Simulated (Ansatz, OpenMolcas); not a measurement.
## S2 (sulfur dimer): the vertical energy of the singlet above the triplet from total energies

S2 has 2 atoms, charge 0, and is taken as a triplet. SMILES: `S=S`. Geometry: the measured bond length.

| atom | x (Å) | y (Å) | z (Å) |
| --- | --- | --- | --- |
| S | 0.0000 | 0.0000 | 0.0000 |
| S | 0.0000 | 0.0000 | 1.8892 |

Both states at this one shape; open shells run unrestricted unless said. 1 Eh = 27.2114 eV.

```tsv
level	program	triplet S2 (Eh)	singlet S2 (Eh)
UTPSS/cc-pVTZ	OpenMolcas	-796.453069	-796.415778
U-r2SCAN0/STO-3G	Ansatz	-787.515924	-787.464150
UHSE06/cc-pVTZ	Ansatz	-796.112440	-796.072854
```

Question: Work out the vertical gap, second state less first, at each level.

Answer: 
1. UTPSS/cc-pVTZ: -796.415778 − (-796.453069) = 0.037291 Eh = 1.01 eV.
2. U-r2SCAN0/STO-3G: -787.464150 − (-787.515924) = 0.051774 Eh = 1.41 eV.
3. UHSE06/cc-pVTZ: -796.072854 − (-796.112440) = 0.039586 Eh = 1.08 eV.

No measured value is set beside it here; the levels span 1.01 to 1.41 eV. Minimal sets are far from the basis-set limit.
